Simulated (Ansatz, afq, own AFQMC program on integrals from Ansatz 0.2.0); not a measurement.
## H$_{2}$ + CH₃, doublet in cc-pVTZ along one coordinate

| atom | x (Å) | y (Å) | z (Å) |
| --- | --- | --- | --- |
| H | -1.8667 | 0.0000 | 0.0000 |
| H | -1.1217 | 0.0000 | 0.0000 |
| C | 0.2003 | 0.0000 | 0.0000 |
| H | 0.2003 | -1.0800 | 0.0000 |
| H | 0.2003 | 0.5400 | 0.9353 |
| H | 0.2003 | 0.5400 | -0.9353 |

A hydrogen atom is moved from one rigid fragment to the other; the H1–H2 distance tells how far. The two fragments are held close together, so this isn't a minimum-energy path and the start is a compressed complex. Energies in kcal/mol count from this geometry (0.745 Å) at the same level; the start stands on UHF, each point on the determinant named.

Basis cc-pVTZ. Only valence electrons are correlated. AFQMC by an in-house program on the Cholesky factors that Ansatz 0.2.0 writes for its CCSD(T) run. The CISD trial takes its coefficients from CCSD amplitudes. Released means that phaseless walkers are propagated on without the constraint, phases kept. ± is one standard error of the sampling.

Cautions, each for one point or more: the ph-AFQMC/CISD walk drifts between its halves.

| r(H1–H2) / Å | det. | T1 | weight | ⟨S²⟩ | CCSD(T) | ph-AFQMC/CISD | released AFQMC | CCSDT(Q) | B2PLYP | r2SCAN |
| --- | --- | --- | --- | --- | --- | --- | --- | --- | --- | --- |
| 0.811 | UHF | 0.015 | 0.91 | 0.78 | 0.2 | 0.2 ± 0.1 | 0.2 ± 0.1 | 0.2 | 0.0 | -0.3 |
| 0.844 | UHF | 0.014 | 0.91 | 0.78 | 0.7 | 0.5 ± 0.1 | 0.7 ± 0.2 | 0.7 | 0.4 | 0.1 |
| 0.878 | UHF | 0.014 | 0.91 | 0.78 | 1.5 | 1.7 ± 0.2 | 1.6 ± 0.1 | 1.5 | 1.2 | 0.8 |
| 0.911 | UHF | 0.013 | 0.91 | 0.78 | 2.5 | 2.6 ± 0.1 | 2.6 ± 0.1* | 2.5 | 2.1 | 1.8 |
| 0.977 | UHF | 0.012 | 0.92 | 0.77 | 5.4 | 5.3 ± 0.1 | 5.6 ± 0.2* | 5.4 | 5.0 | 5.0 |

Weight is that of the determinant in the CISD state; at the start T1 is 0.014 and the weight 0.91, and ⟨S²⟩ is 0.78. An asterisk marks released energies that aren't shown to be converged. Largest departures from CCSDT(Q), at the points where its series has closed: CCSD(T) 0.0 kcal/mol at 0.977 (on UHF), ph-AFQMC/CISD -0.2 kcal/mol at 0.844 (on UHF) (within the noise), released AFQMC 0.1 kcal/mol at 0.878 (on UHF) (within the noise), B2PLYP -0.4 kcal/mol at 0.911, r2SCAN -0.7 kcal/mol at 0.878. Functionals count only at points shown to share the start's state and spin.

Some points may be missing: those where a free walk finds a much lower state, and past Zn most of those on another determinant than at the start.

CCSDT and higher add their correlation energy to the determinant of the CCSD(T) run, since their own runs factorise the integrals more tightly (a shift of under 2 meV). A walk keeps the symmetry of its determinant, which the program's search chose and which needn't be the lowest solution, so a lower state of the same spin and another symmetry isn't excluded.
